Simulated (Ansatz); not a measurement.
## What a trial cell of W3C relaxes into

Computed with DFT PBE, scalar-relativistic, plane waves, PAW (Ansatz 0.2.0). Cutoff 420 eV, Γ-centred k mesh, Gaussian smearing, no spin polarisation in the final step.

W3C was placed on the sites of a reported Cu3Pd cell (P4/mmm, No. 123), with C in place of Pd, W in place of Cu, at a guessed volume.

```yaml
crystal:
  lattice:
    - [3.77315, 0.00000, 0.00000]
    - [0.00000, 3.77315, 0.00000]
    - [0.00000, 0.00000, 3.73437]
  atoms:
    - { symbol: W, position: [0.00000, 0.50000, 0.50000] }
    - { symbol: W, position: [0.50000, 0.00000, 0.50000] }
    - { symbol: W, position: [0.50000, 0.50000, 0.00000] }
    - { symbol: C, position: [0.00000, 0.00000, 0.00000] }
```

Cell and atoms relax at zero pressure; the relaxation can't lower the symmetry of the start. After a coarse first stage the cell is made exact in the group found at 0.06 Å.

Energies over the elements count from the elements' standard structures at the same level, with no empirical corrections.

Problem. Describe the relaxed structure.

Solution. It keeps P4/mmm (No. 123), but not the shape of the type it started on. Conventional cell: a = 4.247 Å, c = 3.112 Å. Around W on Wyckoff site e (2 atoms of the primitive cell) lie 4 C at 2.63 Å, 4 W at 2.63 Å and 6 W at 3.00–3.11 Å; W on Wyckoff site c (1 atom of the primitive cell) is coordinated by 8 W at 2.63 Å, 4 C at 3.00 Å and 2 W at 3.11 Å; C has 8 W at 2.63 Å, 4 W at 3.00 Å and 2 C at 3.11 Å.

Space group P4/mmm (No. 123). a = 4.247 Å, b = 4.247 Å, c = 3.112 Å, α = 90.00°, β = 90.00°, γ = 90.00°
```tsv
atom	site	symmetry	x	y	z
W	2e	mmm.	0.0000	0.5000	0.5000
W	1c	4/mmm	0.5000	0.5000	0.0000
C	1a	4/mmm	0.0000	0.0000	0.0000
```

Problem. What are its volume, energy, density and gap?

Solution. The volume per atom is 14.03 Å³ and the density is 16.67 g/cm³. The energy over the elements is 1.30 eV/atom and the gap on the 12×12×16 mesh is 0 eV (a metal).

The final run used a 12×12×16 mesh on its 4-atom cell and 0.10 eV smearing. The k mesh leaves about 4 meV/atom of noise in metals. Spin–orbit coupling is left out. Symmetry constrained the relaxation, so the result can be a saddle point. The steps took roughly 6 core-minutes in all.